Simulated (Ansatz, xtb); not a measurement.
# Ranking isomers of C4H3F

3 gas-phase structures of C4H3F, from a drawn sample of its isomers (lower ones may exist). Each was relaxed with GFN2-xTB:

A. `C#C/C=C\F`, a singlet
B. `C#C/C=C/F`, a singlet
C. `C#CC(=C)F`, a singlet

Task: Which do you expect lowest at r2SCAN-D4/def2-SVP, and how would the others follow?

Result: Calculated order at r2SCAN-D4/def2-SVP: A (0.0), B (0.2), C (1.3) kcal/mol. Less than 1 kcal/mol parts A and B, so the order within that pair means little.

Energies above the lowest of each column, in kcal/mol; the last columns are at PBE0-D3(BJ)/def2-SVP geometries:

```tsv
structure	GFN2-xTB	HF/STO-3G	r2SCAN-D4/def2-SVP	PBE0-D3(BJ)/def2-SVP	CCSD(T)/def2-SVP + ΔMP2/def2-TZVPP
A	1.3	0.1	0.0	0.0	0.0
B	0.0	0.0	0.2	0.0	0.0
C	1.9	1.3	1.3	1.6	0.5
```

CCSD(T)/def2-SVP + ΔMP2/def2-TZVPP has A and B and C within 1 kcal/mol of each other at the bottom, and every level picks one of them. ΔMP2 is the change of the MP2 energy from the smaller to the larger basis.

Programs: Ansatz 0.2.0, xtb 6.7.1.
